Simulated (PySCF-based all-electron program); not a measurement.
The numbers below are computed, except where a source is named.
**Forces on P₂H₄, singlet by several functionals**

Method: all-electron DFT (in-house code on PySCF), basis-limit composite values; Koelling–Harmon scalar relativity, no spin–orbit coupling, spin-restricted. Forces are good to about 0.010 eV/Å. Atoms are numbered as listed.

```
atom    x (Å)    y (Å)    z (Å)
   P   0.0000   0.0000   0.0000
   P   0.0000   0.0000   1.4000
   H   0.9648   1.0346  -0.1238
   H   0.9648  -1.0346  -0.1238
   H  -0.9648  -1.0346   1.5238
   H  -0.9648   1.0346   1.5238
```

PBE forces:

```tsv
atom	Fx	Fy	Fz (eV/Å)
P1	0.588	0.000	-69.430
P2	-0.588	0.000	69.430
H3	0.630	0.325	-0.751
H4	0.630	-0.325	-0.751
H5	-0.630	-0.325	0.751
H6	-0.630	0.325	0.751
```

Problem. What forces does r2SCAN give?

Solution. The forces move by 0.504 eV/Å (r.m.s. over the atoms) from PBE.

| atom | Fx | Fy | Fz (eV/Å) |
| --- | --- | --- | --- |
| P1 | 0.948 | 0.000 | -70.171 |
| P2 | -0.948 | 0.000 | 70.171 |
| H3 | 0.481 | 0.187 | -0.754 |
| H4 | 0.481 | -0.187 | -0.754 |
| H5 | -0.481 | -0.187 | 0.754 |
| H6 | -0.481 | 0.187 | 0.754 |
